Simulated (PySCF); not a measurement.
Molecule: `c1ccccc1`, C₆H₆.

Numbering as in the mapped SMILES `[cH:1]1[cH:2][cH:3][cH:4][cH:5][cH:6]1`; H(Xn) means a hydrogen on atom n.

Geometry PBE0-D3(BJ)/def2-SVP throughout; GIAO in PySCF, gas phase, one conformer, non-relativistic; equivalent atoms averaged; functional PBE0.

For orientation, aug-cc-pVDZ gives these shifts δ (against TMS at the same level): C1/C2/C3/C4/C5/C6 127.5, H(C1)/H(C2)/H(C3)/H(C4)/H(C5)/H(C6) 7.60 ppm.

A run gave: C1/C2/C3/C4/C5/C6 133.6, H(C1)/H(C2)/H(C3)/H(C4)/H(C5)/H(C6) 7.60 ppm (shifts δ (against TMS at the same level)).

Which basis set was used in that run?
A. cc-pVDZ
B. STO-3G
C. 6-31G*
D. pcSseg-0
E. def2-TZVP

Results:

E. C1/C2/C3/C4/C5/C6 tells them apart best: def2-TZVP gives 133.6, 6-31G* gives 122.2, cc-pVDZ gives 128.1, pcSseg-0 gives 138.4, STO-3G gives 110.8 ppm.
